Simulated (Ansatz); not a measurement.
Job for Ansatz (an electronic-structure program): U-CCSD(T)/cc-pVTZ on propyne (SMILES C#CC), a point of a bond scan (R = 1.858 Å).

Ansatz 0.2 input:
```yaml
crystal:
  periodic: [false, false, false]
  atoms:
    - {symbol: C, position_ang: [-1.21952000, -0.12580353, -0.15711415]}
    - {symbol: C, position_ang: [0.21519268, 0.02219890, 0.02772387]}
    - {symbol: C, position_ang: [1.39869570, 0.14428698, 0.18019786]}
    - {symbol: H, position_ang: [-1.44598792, -1.00663294, -0.76123089]}
    - {symbol: H, position_ang: [-1.63959773, 0.74635303, -0.66207238]}
    - {symbol: H, position_ang: [-1.72702684, -0.23618072, 0.80328101]}
    - {symbol: H, position_ang: [3.23218204, 0.33342621, 0.41641100]}
basis:
  gaussian:
    orbitals: cc-pVTZ
correlation: {method: ccsd_t, electrons: outside_noble_gas}
scf: {omitted_lower_state_checks: [cluster_reference]}
magnetization: {spin_polarized: true, initial_magnetization: 0}
```

The log:

```
WARN ansatz: RAYON_NUM_THREADS=1 ignored (pool sized by the plan → 1); use --threads N
Functional definition: HF
these checks for a lower state are left out or cut short: cluster_reference
integrals: 0.53 GiB planned
823 factors; integrals over basis functions are off by at most 9.7e-4 eV
mean field: 0.35 GiB planned
mean field evaluation 1: about -3146.4559 eV, gradient 2.2e1 eV
mean field evaluation 2: about -3146.4611 eV, gradient 2.2e1 eV
mean field evaluation 4: about -3149.5608 eV, gradient 2.4e0 eV
mean field evaluation 8: about -3149.6110 eV, gradient 4.0e-4 eV
mean field evaluation 16: about -3150.1041 eV, gradient 2.7e-2 eV
mean field evaluation 32: about -3150.1041 eV, gradient 2.3e-5 eV
mean field -3150.10405828 eV, -115.7641889246 hartree, gradient 2.4e-6 eV, S^2 0.769339; 5 other end points of the search recorded, 0 dependent functions left out
3 core orbitals not correlated
reference -3150.10405828 eV, -115.7641889246 hartree; 8, 8 occupied and 135, 135 virtual orbitals, 823 factors
second order -12.08130686 eV of doubles, -0.00000000 eV of singles
coupled cluster: 1.38 GiB planned
cycle   1  -12.41905815 eV  change   -3.4e-1 eV  update   1.2e-1
cycle   2  -12.98556833 eV  change   -5.7e-1 eV  update   6.4e-2
cycle   3  -13.37210729 eV  change   -3.9e-1 eV  update   5.2e-2
cycle   4  -13.56291143 eV  change   -1.9e-1 eV  update   3.1e-2
cycle   5  -13.63617977 eV  change   -7.3e-2 eV  update   1.7e-2
cycle   6  -13.68967094 eV  change   -5.3e-2 eV  update   1.1e-2
cycle   7  -13.71585855 eV  change   -2.6e-2 eV  update   5.4e-3
cycle   8  -13.72019765 eV  change   -4.3e-3 eV  update   1.9e-3
cycle   9  -13.72023116 eV  change   -3.4e-5 eV  update   6.8e-4
cycle  10  -13.72062176 eV  change   -3.9e-4 eV  update   2.4e-4
cycle  11  -13.72068786 eV  change   -6.6e-5 eV  update   1.0e-4
cycle  12  -13.72065372 eV  change    3.4e-5 eV  update   4.6e-5
cycle  13  -13.72065617 eV  change   -2.4e-6 eV  update   1.9e-5
coupled cluster: 1.39 GiB planned
perturbative correction -0.73664153 eV, -0.0270710769 hartree
WARN: the results are in doubt because among natural orbitals full CI differs from the method by -0.089 eV
Total energy: -3164.56135598 eV, -116.2954848154 hartree
In doubt: among natural orbitals full CI differs from the method by -0.089 eV
Checks for a lower state left out: cluster_reference
```

The run converged. Its determinant has ⟨S²⟩ = 0.77, a mixture of spin states.

Warnings raised: large difference.

Cost: about 70 core-seconds (a rough figure).
